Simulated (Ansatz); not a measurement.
Ansatz (a quantum-chemistry and plane-wave program) input (PBE-QIDH/def2-TZVPD):

Ansatz 0.2 input:
```yaml
crystal:
  periodic: [false, false, false]
  atoms:
    - {symbol: C, position_ang: [1.53379673, 0.72178748, -0.05598659]}
    - {symbol: C, position_ang: [0.05413916, 0.71444552, -0.20590311]}
    - {symbol: S, position_ang: [-0.80245468, -0.74723182, 0.15829164]}
    - {symbol: H, position_ang: [-2.04112453, -0.30969112, -0.11921902]}
    - {symbol: H, position_ang: [-0.44898370, 1.46562804, -0.79670620]}
    - {symbol: H, position_ang: [1.90387340, 1.74551367, 0.02581078]}
    - {symbol: H, position_ang: [1.84946314, 0.17840682, 0.83876032]}
    - {symbol: H, position_ang: [2.04843123, 0.25845385, -0.90997389]}
basis:
  gaussian:
    orbitals: def2-TZVPD
hamiltonian:
  xc: {name: PBE-QIDH}
magnetization: {spin_polarized: true, initial_magnetization: 1}
correlation: {electrons: outside_noble_gas}
```

Output:

```
Functional definition: PBE-QIDH
integrals: 0.22 GiB planned
1128 factors; integrals over basis functions are off by at most 7.8e-4 eV
mean field: 1.06 GiB planned
mean field evaluation 1: about -12973.0801 eV, gradient 2.4e1 eV
mean field evaluation 2: about -12973.1240 eV, gradient 2.4e1 eV
mean field evaluation 4: about -12976.2777 eV, gradient 2.4e0 eV
mean field evaluation 8: about -12976.3641 eV, gradient 2.2e-1 eV
mean field evaluation 16: about -12976.3652 eV, gradient 1.1e-3 eV
mean field -12976.36523170 eV, -476.8726265689 hartree, gradient 4.9e-6 eV, S^2 0.763291; 0 other end points of the search recorded, 0 dependent functions left out
7 core orbitals not correlated
reference -12976.36524792 eV, -476.8726271646 hartree; 10, 9 occupied and 148, 149 virtual orbitals, 1128 factors
second order -15.10743885 eV of doubles, -0.00000000 eV of singles
Total energy: -12981.40106087 eV, -477.0576898771 hartree
```

It need not be the lowest isomer of its formula.
